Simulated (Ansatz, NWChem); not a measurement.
# Worked example: the enthalpy of formation of HOCN (cyanic acid)

HOCN has 4 atoms, charge 0, and is taken as a singlet. As SMILES, `N#CO`. Geometry: relaxed at PBE0-D4/def2-TZVP.

Total energies at PBE/cc-pVTZ (NWChem 7.3.0); the atoms run unrestricted:

```
species    state  energy (Eh)
   HOCN  singlet  -168.520423
      N  quartet   -54.529675
      C  triplet   -37.794923
      O  triplet   -75.004909
      H  doublet    -0.499619
```

Harmonic wavenumbers at PBE0-D4/def2-TZVP, in cm⁻¹: 470, 530, 1126, 1243, 2409, 3798.

Measured heats of formation of the gaseous atoms at 298.15 K, in kJ/mol: N 472.4, C 716.9, O 249.2, H 218.0. Spin-orbit lowering of the atoms at 298 K (mean of the ground term's levels less their thermal mean, from spectra), in kJ/mol: C 0.02, O 0.40. Take 1 Eh = 2625.50 kJ/mol, 1 cm⁻¹ = 0.0119627 kJ/mol, RT = 2.479 kJ/mol.

Problem. Work out the heat of formation of the gas at 298 K.

Solution. 
1. Electronic atomisation energy: (-54.529675) + (-37.794923) + (-75.004909) + (-0.499619) − (-168.520423) = 0.691297 Eh = 1815.0 kJ/mol.
2. Zero-point energy: half the sum of the wavenumbers, 4788 cm⁻¹ = 57.3 kJ/mol.
3. Thermal vibrational enthalpy, Σ hcν̃/(exp(hcν̃/kT) − 1): 1.3 kJ/mol. Translation, rotation and pV of a non-linear molecule: 4 RT = 9.9 kJ/mol.
4. The 4 free atoms carry 5/2 RT each: 24.8 kJ/mol.
5. Spin-orbit coupling lowers the free atoms by 0.02 + 0.40 = 0.4 kJ/mol.
6. Atomisation enthalpy at 298 K: 1815.0 − 0.4 − 57.3 − 1.3 − 9.9 + 24.8 = 1770.9 kJ/mol.
7. Sum of the atoms' heats of formation: 1656.5 kJ/mol. Heat of formation: 1656.5 − 1770.9 = -114.4 kJ/mol.

The tabulated value is -14.9 kJ/mol (Active Thermochemical Tables), so this level is off by -99.5 kJ/mol, or 6.0 % of the atomisation enthalpy that the table implies (1671.4 kJ/mol). Gradient-corrected functionals often overbind somewhat. Anharmonicity and any spin-orbit splitting of the molecule are left out.
